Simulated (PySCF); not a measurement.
Vertical excitation energies

Cyclopropylmethanol, C4H8O.
SMILES with atom numbers: `[OH:1][CH2:2][CH:3]1[CH2:4][CH2:5]1` (hydrogens: H6 on O1; H7, H8 on C2; H9 on C3; H10, H11 on C4; H12, H13 on C5)

Computed with PySCF 2.14.0, density-fitted response routines, TDDFT CAM-B3LYP/def2-SVPD, vertical, gas phase, core orbitals frozen in the response. The structure is a single GFN2-xTB conformer in the gas phase; no vibrational or solvent corrections. Torsions of this conformer, `[OH:1][CH2:2][CH:3]1[CH2:4][CH2:5]1`: O1–C2–C3–C4 85°, H–O1–C2–C3 -54°.

```
state  E (eV)  E (hartree)       f  |μ| (D)  main configurations (H = HOMO, L = LUMO)
   S1    7.11       0.2614  0.0097     0.60                                 H→L (79%)
   S2    8.13       0.2990  0.0059     0.44                               H→L+1 (67%)
   S3    8.20       0.3012  0.0094     0.55                               H-1→L (82%)
   S4    8.34       0.3066   0.026     0.91                  H→L+2 (71%), H-2→L (11%)
   S5    8.42       0.3095   0.020     0.79      H-2→L (44%), H→L+3 (29%), H→L+2 (9%)
   S6    8.53       0.3134   0.031     0.99              H-1→L+1 (70%), H-1→L+2 (14%)
   S7    8.60       0.3161   0.038     1.08   H-2→L+1 (33%), H→L+3 (27%), H-2→L (19%)
   S8    8.72       0.3204   0.020     0.78              H-1→L+2 (75%), H-1→L+1 (14%)
```

Triplets (Tamm–Dancoff): T1 6.80 eV, H→L (73%); T2 7.96 eV, H→L+1 (48%), H-1→L (24%); T3 8.03 eV, H-1→L (62%), H→L+1 (19%).

The lowest singlet lies at 7.11 eV (174 nm, vacuum ultraviolet) and is weak; its leading configuration is HOMO→LUMO (79%). The most intense listed level is S7 at 8.60 eV (144 nm, f = 0.038), 1.49 eV above S1. Löwdin shares by element: HOMO oxygen 54%, carbon 30% or more (atoms not listed hold the other 16%); LUMO hydrogen 29% or more, oxygen 23%, carbon 16% or more (atoms not listed hold the other 32%). Of the 8 states listed, 5 reach f = 0.01 and none stays under 0.0005. Weighted by f, the mean energy of these states is 8.41 eV. The oscillator strengths of these states sum to 0.160; summed over the whole spectrum of an exact calculation they would give the number of electrons, 40 (Thomas–Reiche–Kuhn). Only the lowest 8 singlets were computed, as vertical energies without vibronic structure.
